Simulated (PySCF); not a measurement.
A PySCF script (with the pyscf-properties extension) for the NMR shieldings of `p12p3p1p23`, P4, on a GFN2-xTB geometry:

```python
import basis_set_exchange as bse
import numpy as np
from pyscf import gto, dft
from pyscf.prop import nmr

atoms = """
P     1.223131   -0.173694   -0.524601
P    -0.466352    1.202035   -0.363094
P    -0.816944   -0.951945   -0.463513
P     0.070399   -0.071624    1.328354
"""
names = dict.fromkeys(["P"], "pcSseg-1")
basis = {el: gto.basis.parse(bse.get_basis(n, elements=[el], fmt="nwchem")) for el, n in names.items()}
mol = gto.M(atom=atoms, basis=basis, charge=0, verbose=0)
mf = dft.RKS(mol, xc="PBE0")
mf.grids.level = 2
mf.grids.alignment = dft.numint.BLKSIZE   # the property module wants whole blocks of grid points
mf.conv_tol = 1e-9
mf.kernel()

calc = nmr.RKS(mf)   # GIAO
C = mf.mo_coeff
Co = C[:, mf.mo_occ > 0]
resp = mf.gen_response(singlet=True, hermi=2)
def vind(x):   # induced exchange potential for any number of trial vectors
    d = np.einsum("pi,xij,qj->xpq", C, 2 * x.reshape(-1, C.shape[1], Co.shape[1]), Co, optimize=True)
    return np.einsum("xpq,pi,qj->xij", resp(d - d.transpose(0, 2, 1)), C, Co, optimize=True).ravel()
mo1, _ = nmr.rhf.solve_mo1(calc, with_cphf=vind)
sigma = calc.kernel(mo1)
for i, s in enumerate(sigma):   # ppm
    w = np.linalg.eigvalsh((s + s.T) / 2)
    print("%2d %-2s iso %8.1f  s11 %8.1f  s22 %8.1f  s33 %8.1f" % (i, mol.atom_pure_symbol(i), w.mean(), *w))
```

**Question.** What does it print?

**Answer.** 
```
 0 P  iso    887.9  s11    578.7  s22   1042.3  s33   1042.7
 1 P  iso    887.9  s11    578.7  s22   1042.3  s33   1042.7
 2 P  iso    887.9  s11    578.7  s22   1042.3  s33   1042.7
 3 P  iso    887.9  s11    578.7  s22   1042.3  s33   1042.7
```

These numbers come from an equivalent density-fitted implementation of the same equations, which agrees with the script to about 0.01 ppm for H and up to a few tenths of a ppm for heavy atoms, so last digits may differ.

**Question.** Turn these shieldings into chemical shifts. Chemical shifts δ = σref − σ; ³¹P (σref 318.38) vs H3PO4, all at this level.

**Answer.** Averaging equivalent atoms: P 0/1/2/3: -569.5 ppm. Experimental scales use liquid or dissolved standards, which lie at an offset from isolated H3PO4.

Size and cost of the density-fitted run: 96 basis functions, 4.7 s wall time on 1 thread of an Arm Neoverse V1, shared host.
